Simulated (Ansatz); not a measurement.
How far each method lies from full CI for [H···H···F], doublet

Geometry: a point of a hydrogen-transfer path between rigid fragments, not a stationary point.

```xyz
3

H     0.0000    0.0000   -0.9430
H     0.0000    0.0000   -0.2500
F     0.0000    0.0000    1.1930
```

Basis cc-pVDZ; Ansatz 0.2.0. Only valence electrons are correlated (noble-gas cores frozen), which leaves 9 electrons in 23 orbitals. R marks a restricted (for open shells ROHF) determinant, U an unrestricted one. Active spaces: pair = (3e, 3o) about the gap; valence = (9e, 6o) chosen from the atoms' valence shells.

Full CI is exact within this basis and frozen core; it isn't the basis-set limit. The frozen core follows each run's orbitals, which can shift R against U totals by a few meV.

For open shells CISD is restricted-active-space CI with the open shells as a complete middle space.

The UHF ⟨S²⟩ is 0.760 and the T1 diagnostic (RCCSD) is 0.0280. The largest doubles amplitude (RCCSD) is 0.049 and the T1 diagnostic (UCCSD) is 0.0195.

```tsv
level	E − E(RHF) (eV)
UHF	-0.1490
RMP2	-4.9150
UMP2	-4.9307
RCCSD	-5.4664
UCCSD	-5.4685
RCCSD(T)	-5.5108
UCCSD(T)	-5.5114
```

Question: Estimate how far full CI in cc-pVDZ lies from RCCSD(T). The table doesn't fix it; the size of (T) and the diagnostics are the guide.

Answer: Full CI in cc-pVDZ lies 0.34 mEh below RCCSD(T), which is 21 % of the (T) step (-1.63 mEh). The diagnostics are small and one determinant leads, so the series closes fast and only a small part of (T) is left.

The other levels:

| level | E − E(full CI) (mEh) | share of correlation (%) | wall time |
| --- | --- | --- | --- |
| CISD | 9.66 | 95.24 | 0.58 s |
| BCCD(T) | 0.38 | 99.81 | 0.74 s |
| RCCSDT | 0.18 | 99.91 | – |
| UCCSDT | 0.15 | 99.92 | – |
| RCCSDT(Q) | 0.00 | 100.00 | 4.1 s |
| UCCSDT(Q) | -0.02 | 100.01 | 3.6 s |
| RCCSDTQ | 0.00 | 100.00 | 18 s (H100) |
| UCCSDTQ | -0.02 | 100.01 | 15 s (H100) |
| CASSCF (pair space) | 184.10 | 9.25 | – |
| NEVPT2 (pair space) | 18.28 | 90.99 | 0.24 s |
| MRCISD (pair space) | 8.27 | 95.92 | – |
| MRCISD+Q (pair space) | 1.86 | 99.08 | 0.34 s |
| CASSCF (valence space) | 183.02 | 9.78 | – |
| NEVPT2 (valence space) | 34.22 | 83.13 | 0.34 s |
| NEVPT4(SD) (valence space) | 3.88 | 98.09 | 0.52 s |
| MRCISD (valence space) | 7.98 | 96.07 | – |
| MRCISD+Q (valence space) | 1.67 | 99.18 | 0.55 s |

The correlation energy at full CI, counted from RHF, is -5.520 eV. That run took 15 s on 2 threads of AMD EPYC 7R13 with a shared H100 80 GB, shared host over 74,488,220 determinants.

Times hold each run's SCF and search for its determinant on a shared host, so for small cases they say little of a method's own cost; rows without a card ran on 1 thread of AMD EPYC 7R13.

The full-CI state has the irrep A1 of C2v, in the program's axes (one component, if the state is degenerate).

Natural occupations of full CI about the gap: 1.987 1.980 1.980 1.963 0.998 0.023 0.014 0.014 0.008 0.006; effectively unpaired electrons, Σ n²(2−n)², 1.01.
